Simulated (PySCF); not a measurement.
Process, species as SMILES: [C-]#[S+] (C-S) + 3 [H][H] (H2) → C (CH4) + S (H2S)
B3LYP-D3(BJ)/def2-TZVP geometries, fixed; electronic energies without zero-point terms.

Effect of the auxiliary basis of density fitting at r2SCAN/def2-TZVP with PySCF, against the last row, where the energy of full hydrogenation is -108.82 kcal/mol.

```json
[
 {"setting": "density fitting: autoaux", "fitting functions, largest species": "291", "largest shift of a total energy (mEh)": "-0.006", "shift of the energy of full hydrogenation (kcal/mol)": "0.004"},
 {"setting": "density fitting: def2-universal-jkfit", "fitting functions, largest species": "147", "largest shift of a total energy (mEh)": "-0.060", "shift of the energy of full hydrogenation (kcal/mol)": "-0.002"},
 {"setting": "density fitting: cc-pvtz-jkfit", "fitting functions, largest species": "199", "largest shift of a total energy (mEh)": "-0.019", "shift of the energy of full hydrogenation (kcal/mol)": "-0.013"},
 {"setting": "density fitting: cc-pvqz-jkfit", "fitting functions, largest species": "310", "largest shift of a total energy (mEh)": "-0.007", "shift of the energy of full hydrogenation (kcal/mol)": "0.000"},
 {"setting": "density fitting: weigend", "fitting functions, largest species": "93", "largest shift of a total energy (mEh)": "-0.179", "shift of the energy of full hydrogenation (kcal/mol)": "0.091"},
 {"setting": "density fitting: none", "fitting functions, largest species": "-", "largest shift of a total energy (mEh)": "0.000", "shift of the energy of full hydrogenation (kcal/mol)": "0.000"}
]
```

Within 0.02 kcal/mol in the energy of full hydrogenation: density fitting: autoaux; density fitting: def2-universal-jkfit; density fitting: cc-pvtz-jkfit; density fitting: cc-pvqz-jkfit. The largest shift is 0.179 mEh in a total energy and 0.091 kcal/mol in the difference.
